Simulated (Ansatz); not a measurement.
Reactions of C$_{3}$H$_{5}$NO (`C=C1NCO1`).

Program: Ansatz. Geometries: PBE0-D4/def2-TZVP. ΔE: electronic, gas phase. CBS: MP2 limit from def2 TZ/QZ plus the TZ coupled-cluster correction, frozen cores. This one scheme is used for every species, atoms too. DFT in def2-TZVPP. Open shells (•) are unrestricted, without spin–orbit coupling. Spin–orbit coupling would lower the free atoms: a little for C, O. One conformer a species, not always the lowest.

```json
{"reaction": "`C=C1NCO1` → `NC1=COC1`", "r2SCAN-D4 (kJ/mol)": "41", "B97M-V (kJ/mol)": "41", "B2PLYP (kJ/mol)": "38"}
{"reaction": "`C=C1NCO1` → `CC(=N)C=O`", "r2SCAN-D4 (kJ/mol)": "-90", "B97M-V (kJ/mol)": "-96", "B2PLYP (kJ/mol)": "-104"}
{"reaction": "`C=C1NCO1` → `COCC#N`", "r2SCAN-D4 (kJ/mol)": "-50", "B97M-V (kJ/mol)": "-55", "B2PLYP (kJ/mol)": "-78"}
{"reaction": "`C=C1NCO1` → `CC(N)=C=O`", "r2SCAN-D4 (kJ/mol)": "-60", "B97M-V (kJ/mol)": "-60", "B2PLYP (kJ/mol)": "-67"}
{"reaction": "`C=C1NCO1` → `NCC=C=O`", "r2SCAN-D4 (kJ/mol)": "-65", "B97M-V (kJ/mol)": "-67", "B2PLYP (kJ/mol)": "-74"}
{"reaction": "`C=C1NCO1` → `N=CC1CO1`", "r2SCAN-D4 (kJ/mol)": "7", "B97M-V (kJ/mol)": "2", "B2PLYP (kJ/mol)": "2"}
{"reaction": "`C=C1NCO1` → 3 C• + 5 H• + N• + O•", "r2SCAN-D4 (kJ/mol)": "4103", "B97M-V (kJ/mol)": "4095", "B2PLYP (kJ/mol)": "4051"}
{"reaction": "`C=C1NCO1` → `CC1(O)C=N1`", "r2SCAN-D4 (kJ/mol)": "27", "B97M-V (kJ/mol)": "23", "B2PLYP (kJ/mol)": "22"}
{"reaction": "`C=C1NCO1` → `NC1CC1=O`", "r2SCAN-D4 (kJ/mol)": "19", "B97M-V (kJ/mol)": "17", "B2PLYP (kJ/mol)": "19"}
```

Question: Give the CCSD(T)/CBS values in the same order. (An estimate is asked.)

Answer: Ansatz gave: 34, -100, -73, -56, -64, 1, 4076, 14, 21 kJ/mol.

Largest T1 diagnostic: 0.015, for `CC(N)=C=O`.
